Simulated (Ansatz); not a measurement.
Mulliken charges of `ClC1=CCC1` from ωB97M-V/def2-TZVPP in Ansatz (PBE0-D4/def2-TZVP geometry).

| atom | x (Å) | y (Å) | z (Å) | charge (e) |
| --- | --- | --- | --- | --- |
| Cl1 | -1.149 | 0.574 | 2.426 | -0.062 |
| C2 | -0.410 | 0.113 | 0.958 | -0.010 |
| C3 | 0.153 | -1.014 | 0.527 | -0.139 |
| C4 | 0.473 | -0.412 | -0.821 | -0.150 |
| C5 | -0.189 | 0.899 | -0.298 | -0.178 |
| H6 | 0.320 | -1.989 | 0.965 | 0.135 |
| H7 | 1.537 | -0.317 | -1.052 | 0.095 |
| H8 | -0.040 | -0.866 | -1.672 | 0.095 |
| H9 | 0.484 | 1.754 | -0.205 | 0.107 |
| H10 | -1.094 | 1.206 | -0.827 | 0.107 |

Task: By hand: the dipole of these point charges (1 e Å = 4.8032 D).

Result: Σ q r = (0.137, -0.058, -0.296) e Å, of length 0.331 e Å = 1.59 D.

Task: How does the dipole of the full density compare? (An estimate is asked.)

Result: Ansatz gave: (0.137, -0.063, -0.291) e Å, 1.57 D; the point charges give 1.01 times that, at 1° from its direction.

Point charges leave out the atoms' own dipoles, such as those of lone pairs, and Mulliken's split depends on the basis, so the close match here is no proof of good charges.
